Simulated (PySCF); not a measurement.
## Carbon: a sound run and one with changed settings

Sound run: C [He] 2s2 2p2, C⁺ [He] 2s2 2p1. Computed with PySCF 2.14 in x2c-SVPall (3s2p1d, 14 functions), with scalar relativity by spin-free X2C-1e. In the sound run the correlated levels freeze 1s2. The sound run starts from symmetry-adapted Hartree-Fock orbitals and uses a fine grid where one is needed.

Changed run: initial guess atom, at most 50 SCF cycles.

| species | method | sound run (hartree) | changed run (hartree) | converged |
| --- | --- | --- | --- | --- |
| C | UHF | -37.66002 | -37.66002 | yes |
| C | PBE0 | -37.77579 | -37.77579 | yes |
| C | CCSD(T) | -37.73021 | -37.73021 | yes |
| C⁺ | B3LYP | -37.40326 | -37.40326 | yes |
| C⁺ | MP2 | -37.30096 | -37.30096 | yes |

Here the plain start reaches the same solutions.
